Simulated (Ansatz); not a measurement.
hcp Tl, treated with RPBE in Ansatz (PAW).

Input:

Ansatz 0.2 input:
```yaml
crystal:
  lattice:
    - [1.7283, -2.993503, 0.0]
    - [1.7283, 2.993503, 0.0]
    - [0.0, 0.0, 5.5252]
  atoms:
    - { symbol: Tl, position: [0.33333333, 0.66666667, 0.25] }
    - { symbol: Tl, position: [0.66666667, 0.33333333, 0.75] }
basis:
  ecutwfc: 520
  ecutrho_ratio: 4
  xc_grid: 2
kpoints:
  mp_grid: { grid: [18, 18, 10] }
hamiltonian:
  xc: rpbe
  dispersion: none
  pseudopotentials: { kind: paw }
scf:
  occupations: { method: fermi_dirac, width: 0.05 }
  convergence: { dr2_threshold: 0.0000000002 }
output:
  forces: true
  stress: true
  eigenvalues: true
```

The run printed, among other lines:

```
Crystal: 2 atoms, lattice volume = 57.171 Å³
Basis set: ecut = 520 eV, 1545 PW (Γ), exchange–correlation on 54×54×90 points (8 copies of the dense FFT grid, shifted against one another)
Bands: 17, of which v1, the nominal top of the filled ones, is band 13 counted from 1 (12 counted from 0)
Symmetry: 24 space group operations
Space group: P63/mmc (ITA 194), of the structure as read, at distance tolerance 3.9e-5 Å
k-points: 222 of 3240
Functional: x = rpbe, c = pbe(β = 0.06672455060314922)
SCF iter   1: F=—  HF=-22918.099171 eV  |F-HF|=—  |Δ(HF+E_count)|=         —  Δρ=2.11e-3  dr2=2.53e-3
SCF iter   2: F=—  HF=-22918.096749 eV  |F-HF|=—  |Δ(HF+E_count)|=   2.42e-3  Δρ=1.07e-3  dr2=7.02e-4
  ...
SCF iter   7: F=—  HF=-22918.096598 eV  |F-HF|=—  |Δ(HF+E_count)|=   4.21e-9  Δρ=9.37e-7  dr2=7.21e-10
SCF iter   8: F=-22918.096598 eV  HF=-22918.096598 eV  |F-HF|=1.46e-11  |Δ(HF+E_count)|=  5.42e-10  Δρ=2.11e-7  dr2=3.62e-11
SCF 1 converged in 8 iterations: F = -22918.096598 eV  dr2 = 3.62e-11
SCF converged after 8 iterations
Free energy (F): -22918.096598 eV
Internal energy: -22918.089249 eV  (E = F + TS)
E sigma→0 (E₀):  -22918.092924 eV
Fermi energy:    10.598819 eV
--- Forces (eV/Å), atoms counted from 1 ---
  atom   1  Tl    -0.00000000    -0.00000000     0.00000000
  atom   2  Tl     0.00000000     0.00000000    -0.00000000
--- Stress (GPa, compression-positive) ---
        5.164677       0.000000       0.000000
       -0.000000       5.164677      -0.000000
        0.000000      -0.000000       5.093736
  P = ⅓ Tr σ = 5.1410 GPa (51.410 kbar)
```

The PAW data were made under PBE.

Note: cell and atoms aren't relaxed at this level (pressure 5.1 GPa).

It cost very roughly 7 core-seconds of CPU time.

Ansatz is a first-principles code.
